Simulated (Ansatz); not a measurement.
**Relaxing Li3Os**

Level of theory: Ansatz 0.2.0, DFT PBE, scalar-relativistic, plane waves, PAW. Cutoff 420 eV, Γ-centred k mesh, Gaussian smearing, no spin polarisation in the final step.

Li3Os was placed on the sites of a reported RuBr3 cell (P6_3/mcm, No. 193), with Os in place of Ru, Li in place of Br, at a guessed volume.

```
CELL_PARAMETERS angstrom
5.11067 0.00000 0.00000
-2.55534 4.42597 0.00000
0.00000 0.00000 4.61697
ATOMIC_POSITIONS crystal
Li 0.31150 0.31150 0.25000
Li 0.00000 0.31150 0.75000
Li 0.68850 0.00000 0.25000
Li 0.68850 0.68850 0.75000
Li 0.00000 0.68850 0.25000
Li 0.31150 0.00000 0.75000
Os 0.00000 0.00000 0.00000
Os 0.00000 0.00000 0.50000
```

Cell and atoms relax at zero pressure; the relaxation can't lower the symmetry of the start. After a coarse first stage the cell is made exact in the group found at 0.06 Å.

Formation energies are uncorrected and refer to the elements' standard structures at the same level.

Describe the relaxed structure.

It ends in P6/mmm (No. 191). Conventional cell: a = 5.086 Å, c = 2.436 Å. Li is coordinated by 6 Li at 2.44–2.54 Å and 4 Os at 2.82 Å; Os is coordinated by 2 Os at 2.44 Å and 12 Li at 2.82 Å.

```
Li Os
1.0
     5.08559    0.00000    0.00000
    -2.54280    4.40425    0.00000
     0.00000    0.00000    2.43641
Li Os
3 1
Direct
  0.50000 0.50000 0.50000
  0.00000 0.50000 0.50000
  0.50000 0.00000 0.50000
  0.00000 0.00000 0.00000
```

What are its volume, energy, density and gap?

The volume per atom is 13.64 Å³ and the density is 6.42 g/cm³. The energy over the elements is 0.14 eV/atom and the gap on the 12×12×18 mesh is 0 eV (a metal).

The final run used a 12×12×18 mesh on its 4-atom cell and 0.10 eV smearing. The k mesh leaves about 4 meV/atom of noise in metals. Spin–orbit coupling is left out. Symmetry constrained the relaxation, so the result can be a saddle point. The steps took roughly 80 core-seconds in all.

Cost: 3 runs of about 1.3 core-minutes in all, on Arm Neoverse V2 (shared hosts).